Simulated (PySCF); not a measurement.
# Converging NaB in the basis (CCSD(T))

PySCF, UHF reference; triplet, unpaired electrons σ ↑, π ↑; De to Na + B without counterpoise correction. Frozen cores follow the default of each basis and core potential.

```csv
basis,relativity,functions,Re (Å),ωe (cm⁻¹),De (eV),frozen orbitals
def2-SVP,no relativity,29,2.518,321,0.62,2
cc-pVDZ,no relativity,32,2.547,302,0.59,2
def2-SVPD,no relativity,38,2.524,326,0.72,2
jorge-DZP-DKH,spin-free X2C,39,2.516,323,0.61,2
def2-TZVPP,no relativity,63,2.479,332,0.73,2
```

Q: How does each smaller set differ from the one with most functions, def2-TZVPP?

A: def2-SVP: +3.9 pm, -3.3 % in ωe, -0.11 eV in De; cc-pVDZ: +6.8 pm, -9.0 % in ωe, -0.14 eV in De; def2-SVPD: +4.5 pm, -1.8 % in ωe, -0.01 eV in De; jorge-DZP-DKH: +3.7 pm, -2.7 % in ωe, -0.12 eV in De. All at CCSD(T); the set with most functions is neither the basis-set limit nor always the best. The rows treat relativity differently, so the differences are not basis effects alone.

Correlated steps freeze 2 core orbitals. Correlated levels converge slowly with the basis: in double zeta they bind strong bonds too weakly, by up to about 1 eV, and carry superposition errors of some tenths. The state was picked by a PBE0 search and need not be the measured ground state.
